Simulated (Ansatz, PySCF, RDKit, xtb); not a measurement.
**SiCF: a search for the lowest isomer**

Given the formula SiCF (odd number of electrons) and nothing else, which arrangement of the atoms is the most stable in the gas at 600 K, and what are its properties?

Plan: many cheap relaxations first (GFN2-xTB), then density-functional screening, relaxation at PBE0-D3(BJ)/def2-SVP, vibrations and a final energy. The numbers are computed, not measured.

5 further runs of the same task are left out: 5 set aside as unsound or not needed.

### 1 Possible bonding patterns

A program enumerates the bonding patterns with one Lewis structure each (two rings at most, one unusual centre or charged pair), with their diastereomers. O–O, O–halogen and N–halogen bonds and N–N–N chains are not drawn. That gives 2 candidates.

```tsv
label	SMILES	spin
c266	FC#[Si]	doublet
c645	[C]#[Si]F	doublet
```

Candidates are built by distance geometry, with a force field where one applies, in up to four conformers (letters a to d). 2 starts with atoms placed at random are added, to find patterns that the rules miss.

Q: Predict the outcome of this search (final energies at CCSD(T)/def2-TZVPP).

| quantity | value |
| --- | --- |
| lowest structure found | FC#[Si], doublet, C∞v |
| next finalist | [C][Si][F] ‡, doublet, 12.6 kcal/mol higher in G |
| share at equilibrium, among the finalists | 100.0 % |
| harmonic wavenumbers, lowest and highest (PBE0-D3(BJ)/def2-SVP) | 259 and 1602 cm⁻¹ |
| rotational constants, same geometry | 0.1644 cm⁻¹ |
| dipole moment (PBE0/def2-TZVPD) | 0.26 D |
| HOMO energy (highest over α and β) (PBE0/def2-TZVPD) | -6.40 eV |
| LUMO energy (lowest over α and β) (PBE0/def2-TZVPD) | -3.92 eV |
| lowest excitation (TD-CAM-B3LYP/def2-SVPD) | 0.05 eV (f = 0.000) |
| vertical ionisation energy (to the singlet cation) | 9.94 eV |
| vertical electron affinity | 1.92 eV |
| vertical quartet less doublet | +2.66 eV |

The lowest structure found is `FC#[Si]`. Among the finalists first place is clear (12.6 kcal/mol); structures outside the list aren't covered. HF/STO-3G, r2SCAN-D4/def2-SVP, PBE0-D3(BJ)/def2-SVP and MP2/def2-TZVPP already put its bonding pattern lowest among the structures in one piece; GFN2-xTB and HF/def2-TZVPP favour the doublet [C]#[Si]F. A large T1 diagnostic among the finalists warns that one reference determinant may not suffice. It concerns: the winner; the finalist [C][Si][F] ‡ (doublet). The lowest root, under 0.4 eV, can be the other component of a degenerate ground state rather than an excitation. The stability test raises a flag; for an open shell a flag towards a general spinor solution can be the free rotation of the spin. The search is not exhaustive (a finite list of starts, one conformer a finalist), so a lower isomer can't be ruled out.

‡ marks the bonded skeleton alone, with all bonds drawn single: no Lewis structure was assigned that passes a check against the bond lengths.
